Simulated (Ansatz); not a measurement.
# Hf (Hf, hcp): the cost of one run

Method: DFT BLYP, plane waves (420 eV) with PAW, scalar-relativistic; PAW files made under PBE, frozen cores solved again for the functional, in Ansatz 0.2.0.

## (1) The structure to begin with

The structure is hexagonal, space group P6_3/mmc (No. 194). The conventional cell has a = 3.197 Å, b = 3.197 Å, c = 5.058 Å, α = 90.00°, β = 90.00°, γ = 120.00°. Around Hf (site symmetry -6m2) lie 12 Hf at 3.13 to 3.20 Å.

As a file:

```
CELL_PARAMETERS angstrom
3.19670 0.00000 0.00000
-1.59835 2.76842 0.00000
0.00000 0.00000 5.05780
ATOMIC_POSITIONS crystal
Hf 0.33333 0.66667 0.25000
Hf 0.66667 0.33333 0.75000
```

## (2) Relaxing cell and atoms

Contents of input.yaml:

```yaml
crystal:
  lattice:
    - [3.1966985242, 0.0, 0.0]
    - [-1.5983492621, 2.7684221302, 0.0]
    - [0.0, 0.0, 5.0578]
  atoms:
    - { symbol: Hf, position: [0.3333333333, 0.6666666667, 0.25] }
    - { symbol: Hf, position: [0.6666666667, 0.3333333333, 0.75] }
hamiltonian:
  xc: blyp
  pseudopotentials:
    kind: paw
    azcp:
      Hf: "pseudopotentials/Hf.paw.azcp"
basis:
  ecutwfc: 420
  fft_grid_basis: typed
kpoints:
  mp_grid: { grid: [11, 11, 6], shift: [0, 0, 0] }
magnetization:
  spin_polarized: false
scf:
  occupations: { method: fermi_dirac, width: 0.1 }
relax:
  max_steps: 60
  f_tol: 0.01
  cell: {}
```

**Question.** How long does this run take on 1 thread of an x86-64 CPU, shared host, and how much memory does it need?

About 39 s, with a peak of 0.59 GiB.
